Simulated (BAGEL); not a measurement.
# One shape, several levels: triplet C4H6O2

Wanted: a comparison of 3 runs (ROHF/6-31G*, ROHF/def2-SVP, UHF/def2-SVP) of triplet C4H6O2. 

The calculation is run with BAGEL 1.2.2.

1 further run of the same task is left out (it didn't finish). Runs told in other sessions of the task aren't counted.

## (1) The molecule

C4H6O2: 12 atoms, total charge 0, spin state triplet. SMILES of the parent species: `C=COC(C)=O`. The coordinates come from a PBE0-D4/def2-TZVP relaxation. This is one conformer, not always the lowest. That shape belongs to the parent species and isn't relaxed for this state.

Bond lengths: C1–C2 1.321 Å, C2–O3 1.371 Å, O3–C4 1.359 Å, C4–C5 1.494 Å, C4–O6 1.197 Å, C1–H7 1.083 Å, C1–H8 1.081 Å, C2–H9 1.082 Å, C5–H10 1.092 Å, C5–H11 1.092 Å, C5–H12 1.087 Å. Some angles: C1–C2–O3 120.2°, C2–O3–C4 117.9°, O3–C4–C5 110.1°, O3–C4–O6 123.7°, C5–C4–O6 126.2°, C1–C2–H9 125.2°, O3–C2–H9 114.6°, C2–C1–H7 121.8°, C2–C1–H8 119.4°, C4–C5–H10 109.8°.

## (2) The energy at ROHF/6-31G(d) (density fitting with cc-pvqz-jkfit, spherical functions) (run 1)

Contents of input.json:

```json
{ "bagel" : [

{
  "title" : "molecule",
  "basis" : "6-31gs.json",
  "df_basis" : "cc-pvqz-jkfit",
  "angstrom" : "true",
  "geometry" : [
    { "atom" : "C", "xyz" : [      -0.556900,      -2.470210,      -0.102110 ] },
    { "atom" : "C", "xyz" : [      -0.484780,      -1.276220,       0.457490 ] },
    { "atom" : "O", "xyz" : [       0.039020,      -0.217470,      -0.239350 ] },
    { "atom" : "C", "xyz" : [       0.091640,       0.989530,       0.383580 ] },
    { "atom" : "C", "xyz" : [       0.688650,       2.012290,      -0.527130 ] },
    { "atom" : "O", "xyz" : [      -0.292210,       1.177020,       1.501360 ] },
    { "atom" : "H", "xyz" : [      -0.210230,      -2.647980,      -1.112260 ] },
    { "atom" : "H", "xyz" : [      -0.972180,      -3.295580,       0.458680 ] },
    { "atom" : "H", "xyz" : [      -0.813730,      -1.036790,       1.460560 ] },
    { "atom" : "H", "xyz" : [       0.091450,       2.090070,      -1.437670 ] },
    { "atom" : "H", "xyz" : [       1.692740,       1.702560,      -0.823080 ] },
    { "atom" : "H", "xyz" : [       0.726510,       2.972770,      -0.020090 ] }
  ]
},

{
  "title" : "rohf",
  "nopen" : 2
},

{
  "title" : "print",
  "file" : "orbitals.molden",
  "orbitals" : "true"
}

]}
```

The basis set 6-31G* is read from a file made from the Basis Set Exchange's data (not shown).

Command:

```
$ BAGEL_NUM_THREADS=1 BAGEL input.json > input.out
```

What it wrote:

```text
* using 1 threads per process

  ===============================================================
  ===============================================================

  *** Geometry ***

  { "atom" : "C", "xyz" : [     -1.052388,     -4.668020,     -0.192960 ] },
  { "atom" : "C", "xyz" : [     -0.916101,     -2.411706,      0.864531 ] },
  { "atom" : "O", "xyz" : [      0.073737,     -0.410959,     -0.452306 ] },
  { "atom" : "C", "xyz" : [      0.173175,      1.869941,      0.724861 ] },
  { "atom" : "C", "xyz" : [      1.301360,      3.802677,     -0.996131 ] },
  { "atom" : "O", "xyz" : [     -0.552197,      2.224245,      2.837159 ] },
  { "atom" : "H", "xyz" : [     -0.397277,     -5.003957,     -2.101867 ] },
  { "atom" : "H", "xyz" : [     -1.837154,     -6.227744,      0.866780 ] },
  { "atom" : "H", "xyz" : [     -1.537727,     -1.959249,      2.760058 ] },
  { "atom" : "H", "xyz" : [      0.172815,      3.949660,     -2.716803 ] },
  { "atom" : "H", "xyz" : [      3.198815,      3.217372,     -1.555396 ] },
  { "atom" : "H", "xyz" : [      1.372905,      5.617721,     -0.037965 ] },

  Number of auxiliary basis functions:      942

  Since a DF basis is specified, we compute 2- and 3-index integrals:
    o Being stored without compression. Storage requirement is 0.069 GB

  Number of basis functions:       96
  Number of electrons      :       46

    * METHOD: MOLECULE                             1.08

  *** Open-shell HF ***

  === Nuclear Repulsion ===
   227.3281953671

      * DIIS with orbital gradients will be used.

  === ROHF iteration (6-31gs.json) ===
      0       -304.19374343          0.03543923           0.45
      1       -304.35955639          0.02866247           0.46
      2       -304.44003199          0.01894548           0.45
      3       -304.51906744          0.00320828           0.45
      4       -304.53139221          0.00203703           0.48
      5       -304.53766337          0.00115516           0.44
      6       -304.53937424          0.00032524           0.44
      7       -304.53954532          0.00012660           0.45
      8       -304.53957235          0.00004868           0.41
      9       -304.53957581          0.00002158           0.45
     10       -304.53958111          0.00000585           0.45
     11       -304.53958065          0.00000299           0.46
     12       -304.53958093          0.00000144           0.44
     13       -304.53958098          0.00000060           0.44
     14       -304.53958098          0.00000017           0.44
     15       -304.53958101          0.00000006           0.44
     16       -304.53958101          0.00000003           0.46
     17       -304.53958102          0.00000001           0.45
    * SCF iteration converged.

    * S^2 (ROHF) is 2.0000

    * Permanent dipole moment:
           (   -0.238139,     0.176251,     0.731452) a.u.

    * METHOD: ROHF                                 8.48

    * METHOD: PRINT                                0.02

  ===============================================================
```

Run time: 9.9 s. Hardware: 1 thread of Arm Neoverse V2, shared host; peak memory 0.23 GiB.

## (3) The energy at ROHF/def2-SVP (density fitting with cc-pvqz-jkfit) (run 2)

Contents of input.json:

```json
{ "bagel": [

{
  "title": "molecule",
  "basis": "svp",
  "df_basis": "cc-pvqz-jkfit",
  "angstrom": true,
  "geometry": [
    { "atom": "C", "xyz": [   -0.556900,   -2.470210,   -0.102110 ] },
    { "atom": "C", "xyz": [   -0.484780,   -1.276220,    0.457490 ] },
    { "atom": "O", "xyz": [    0.039020,   -0.217470,   -0.239350 ] },
    { "atom": "C", "xyz": [    0.091640,    0.989530,    0.383580 ] },
    { "atom": "C", "xyz": [    0.688650,    2.012290,   -0.527130 ] },
    { "atom": "O", "xyz": [   -0.292210,    1.177020,    1.501360 ] },
    { "atom": "H", "xyz": [   -0.210230,   -2.647980,   -1.112260 ] },
    { "atom": "H", "xyz": [   -0.972180,   -3.295580,    0.458680 ] },
    { "atom": "H", "xyz": [   -0.813730,   -1.036790,    1.460560 ] },
    { "atom": "H", "xyz": [    0.091450,    2.090070,   -1.437670 ] },
    { "atom": "H", "xyz": [    1.692740,    1.702560,   -0.823080 ] },
    { "atom": "H", "xyz": [    0.726510,    2.972770,   -0.020090 ] }
  ]
},
{ "title": "rohf", "nopen": 2 },
{ "title": "print", "file": "orbitals.molden", "orbitals": true }

]}
```

Command:

```
$ BAGEL_NUM_THREADS=1 BAGEL input.json > input.out
```

What it wrote:

```text
* using 1 threads per process

  ===============================================================
  ===============================================================

  *** Geometry ***

  { "atom" : "C", "xyz" : [     -1.052388,     -4.668020,     -0.192960 ] },
  { "atom" : "C", "xyz" : [     -0.916101,     -2.411706,      0.864531 ] },
  { "atom" : "O", "xyz" : [      0.073737,     -0.410959,     -0.452306 ] },
  { "atom" : "C", "xyz" : [      0.173175,      1.869941,      0.724861 ] },
  { "atom" : "C", "xyz" : [      1.301360,      3.802677,     -0.996131 ] },
  { "atom" : "O", "xyz" : [     -0.552197,      2.224245,      2.837159 ] },
  { "atom" : "H", "xyz" : [     -0.397277,     -5.003957,     -2.101867 ] },
  { "atom" : "H", "xyz" : [     -1.837154,     -6.227744,      0.866780 ] },
  { "atom" : "H", "xyz" : [     -1.537727,     -1.959249,      2.760058 ] },
  { "atom" : "H", "xyz" : [      0.172815,      3.949660,     -2.716803 ] },
  { "atom" : "H", "xyz" : [      3.198815,      3.217372,     -1.555396 ] },
  { "atom" : "H", "xyz" : [      1.372905,      5.617721,     -0.037965 ] },

  Number of auxiliary basis functions:      942

  Since a DF basis is specified, we compute 2- and 3-index integrals:
    o Being stored without compression. Storage requirement is 0.098 GB

  Number of basis functions:      114
  Number of electrons      :       46

    * METHOD: MOLECULE                             1.10

  *** Open-shell HF ***

  === Nuclear Repulsion ===
   227.3281953671

      * DIIS with orbital gradients will be used.

  === ROHF iteration (svp) ===
      0       -304.01866443          0.02757227           0.58
      1       -304.20198738          0.01879725           0.53
      2       -304.25912978          0.01223630           0.54
      3       -304.30258615          0.00222356           0.56
      4       -304.30910674          0.00125486           0.55
      5       -304.31181190          0.00055379           0.59
      6       -304.31243857          0.00018500           0.56
      7       -304.31252003          0.00007507           0.52
      8       -304.31253848          0.00002191           0.55
      9       -304.31254289          0.00000871           0.57
     10       -304.31254370          0.00000375           0.59
     11       -304.31254417          0.00000140           0.56
     12       -304.31254415          0.00000062           0.56
     13       -304.31254421          0.00000024           0.55
     14       -304.31254424          0.00000008           0.57
     15       -304.31254425          0.00000004           0.55
     16       -304.31254425          0.00000002           0.56
     17       -304.31254426          0.00000001           0.56
    * SCF iteration converged.

    * S^2 (ROHF) is 2.0000

    * Permanent dipole moment:
           (   -0.247521,     0.150372,     0.739590) a.u.

    * METHOD: ROHF                                10.54

    * METHOD: PRINT                                0.02

  ===============================================================
```

Run time: 12 s. Hardware: 1 thread of Arm Neoverse V2, shared host; peak memory 0.28 GiB.

## (4) The energy at UHF/def2-SVP (density fitting with cc-pvqz-jkfit) (run 3)

Contents of job.json:

```json
{ "bagel" : [

{
  "title" : "molecule",
  "basis" : "svp",
  "df_basis" : "cc-pvqz-jkfit",
  "angstrom" : true,
  "geometry" : [
    { "atom" : "C", "xyz" : [      -0.556900,      -2.470210,      -0.102110 ] },
    { "atom" : "C", "xyz" : [      -0.484780,      -1.276220,       0.457490 ] },
    { "atom" : "O", "xyz" : [       0.039020,      -0.217470,      -0.239350 ] },
    { "atom" : "C", "xyz" : [       0.091640,       0.989530,       0.383580 ] },
    { "atom" : "C", "xyz" : [       0.688650,       2.012290,      -0.527130 ] },
    { "atom" : "O", "xyz" : [      -0.292210,       1.177020,       1.501360 ] },
    { "atom" : "H", "xyz" : [      -0.210230,      -2.647980,      -1.112260 ] },
    { "atom" : "H", "xyz" : [      -0.972180,      -3.295580,       0.458680 ] },
    { "atom" : "H", "xyz" : [      -0.813730,      -1.036790,       1.460560 ] },
    { "atom" : "H", "xyz" : [       0.091450,       2.090070,      -1.437670 ] },
    { "atom" : "H", "xyz" : [       1.692740,       1.702560,      -0.823080 ] },
    { "atom" : "H", "xyz" : [       0.726510,       2.972770,      -0.020090 ] }
  ]
},

{
  "title" : "uhf",
  "nopen" : 2
},

{
  "title" : "print",
  "file" : "orbitals.molden",
  "orbitals" : true
}

]}
```

Command:

```
$ BAGEL_NUM_THREADS=1 BAGEL job.json > job.out
```

What it wrote:

```text
* using 1 threads per process

  ===============================================================
  ===============================================================

  *** Geometry ***

  { "atom" : "C", "xyz" : [     -1.052388,     -4.668020,     -0.192960 ] },
  { "atom" : "C", "xyz" : [     -0.916101,     -2.411706,      0.864531 ] },
  { "atom" : "O", "xyz" : [      0.073737,     -0.410959,     -0.452306 ] },
  { "atom" : "C", "xyz" : [      0.173175,      1.869941,      0.724861 ] },
  { "atom" : "C", "xyz" : [      1.301360,      3.802677,     -0.996131 ] },
  { "atom" : "O", "xyz" : [     -0.552197,      2.224245,      2.837159 ] },
  { "atom" : "H", "xyz" : [     -0.397277,     -5.003957,     -2.101867 ] },
  { "atom" : "H", "xyz" : [     -1.837154,     -6.227744,      0.866780 ] },
  { "atom" : "H", "xyz" : [     -1.537727,     -1.959249,      2.760058 ] },
  { "atom" : "H", "xyz" : [      0.172815,      3.949660,     -2.716803 ] },
  { "atom" : "H", "xyz" : [      3.198815,      3.217372,     -1.555396 ] },
  { "atom" : "H", "xyz" : [      1.372905,      5.617721,     -0.037965 ] },

  Number of auxiliary basis functions:      942

  Since a DF basis is specified, we compute 2- and 3-index integrals:
    o Being stored without compression. Storage requirement is 0.098 GB

  Number of basis functions:      114
  Number of electrons      :       46

    * METHOD: MOLECULE                             1.15

  *** Open-shell HF ***

  === Nuclear Repulsion ===
   227.3281953671

      * DIIS with orbital gradients will be used.

  === UHF iteration (svp) ===
      0       -304.01866443          0.02757227           0.57
      1       -304.20704079          0.01883520           0.57
      2       -304.26619625          0.01225191           0.56
      3       -304.30988944          0.00222523           0.60
      4       -304.31693834          0.00125514           0.56
      5       -304.31993773          0.00054750           0.55
      6       -304.32064543          0.00018235           0.56
      7       -304.32071816          0.00007379           0.56
      8       -304.32073199          0.00002057           0.58
      9       -304.32073602          0.00001100           0.54
     10       -304.32073725          0.00000611           0.55
     11       -304.32073833          0.00000400           0.55
     12       -304.32073914          0.00000250           0.51
     13       -304.32073969          0.00000142           0.55
     14       -304.32073998          0.00000117           0.57
     15       -304.32074016          0.00000094           0.55
     16       -304.32074046          0.00000054           0.54
     17       -304.32074054          0.00000027           0.56
     18       -304.32074056          0.00000013           0.57
     19       -304.32074056          0.00000008           0.55
     20       -304.32074056          0.00000004           0.53
     21       -304.32074056          0.00000002           0.55
     22       -304.32074056          0.00000001           0.55
     23       -304.32074056          0.00000001           0.53
    * SCF iteration converged.

    * S^2 (UHF) is 2.0194

    * Permanent dipole moment:
           (   -0.248695,     0.145664,     0.739673) a.u.

    * METHOD: UHF                                 13.86

    * METHOD: PRINT                                0.02

  ===============================================================
```

Run time: 15 s. Hardware: 1 thread of Arm Neoverse V2, shared host; peak memory 0.28 GiB.

## (5) All runs side by side

```tsv
run	level	energy (Eh)	dipole moment (D)	⟨S²⟩	wall time
1	ROHF/6-31G* (density fitting with cc-pvqz-jkfit, spherical functions)	-304.539581	2.01	2.000	9.9 s
2	ROHF/def2-SVP (density fitting with cc-pvqz-jkfit)	-304.312544	2.02	2.000	12 s
3	UHF/def2-SVP (density fitting with cc-pvqz-jkfit)	-304.320741	2.02	2.019	15 s
```

## (6) What came out

| quantity | value |
| --- | --- |
| run 3: total energy | -304.32074 Eh |
| run 3: dipole moment | 2.02 D |
| run 3: ⟨S²⟩ | 2.019 |

**Reading.** The dipole moment (its size) runs from 2.01 D (ROHF/6-31G*) to 2.02 D (ROHF/def2-SVP). All runs together took 37 s, the longest 15 s.
